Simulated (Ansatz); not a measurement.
# BCl2H: the cost of one run

Program: Ansatz 0.2.0. Level of theory: RKS B3LYP/def2-TZVP. These are calculated values, not measurements.

### 1 The starting structure

Bond lengths: B1–Cl2 1.860 Å, B1–H3 1.190 Å, B1–Cl4 1.860 Å. Angles: Cl2–B1–H3 120.0°, Cl2–B1–Cl4 120.0°, H3–B1–Cl4 120.0°.

As a file:

```xyz
4

B     0.0000    0.0000    0.0000
Cl    0.0000    0.0000    1.8600
H     1.0305    0.0000   -0.5950
Cl   -1.6108    0.0000   -0.9300
```

### 2 Relaxing the start

Contents of input.yaml:

```yaml
crystal:
  periodic: [false, false, false]
  atoms:
    - { symbol: B, position_ang: [0.0, 0.0, 0.0] }
    - { symbol: Cl, position_ang: [0.0, 0.0, 1.86] }
    - { symbol: H, position_ang: [1.0305, 0.0, -0.595] }
    - { symbol: Cl, position_ang: [-1.6108, 0.0, -0.93] }
basis:
  gaussian: { orbitals: def2-TZVP }
hamiltonian:
  xc: b3lyp
relax:
  f_tol: 0.02
  max_steps: 40
```

Run with:

```bash
> ansatz run input.yaml --threads 2 --pin off --max-ram 3072MiB --backend cpu --events-out ev --progress --plain --runs-dir out
```

What time and memory should one allow on 2 threads of Arm Neoverse V2, shared host?

About 8.2 s, with a peak of 0.17 GiB.
